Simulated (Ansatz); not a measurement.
Frontier orbitals of `CC(C)(F)C=O`.

Total charge 0; spin multiplicity 1. Geometry: relaxed with PBE0-D4/def2-TZVP. It is one conformer, not always the lowest. Basis def2-TZVPP, Ansatz 0.2.0.

| functional | HOMO (eV) | LUMO (eV) | gap (eV) |
| --- | --- | --- | --- |
| LDA (SPW92) | -6.24 | -2.61 | 3.63 |
| PBE | -6.09 | -2.31 | 3.78 |
| BLYP | -6.04 | -2.20 | 3.84 |
| r2SCAN | -6.39 | -2.08 | 4.31 |
| PBE0 | -7.67 | -1.12 | 6.55 |
| B3LYP | -7.47 | -1.42 | 6.05 |
| r2SCAN0 | -7.88 | -1.00 | 6.88 |
| HSE06 (plane-wave form) | -7.26 | -1.51 | 5.75 |
| BHLYP | -9.24 | 0.12 | 9.36 |
| ωB97M-V | -10.06 | 1.18 | 11.24 |
| HF | -11.62 | 3.15 | 14.77 |

From PBE to PBE0 the HOMO moves by −1.58 eV and the LUMO by +1.19 eV, and with ωB97M-V by −3.98 and +3.49 eV, so the gap grows from 3.77 to 11.24 eV with exact exchange. A positive LUMO is unbound and depends on the basis.

B3LYP here is the variant with VWN-RPA as its local correlation; programs differ in this.
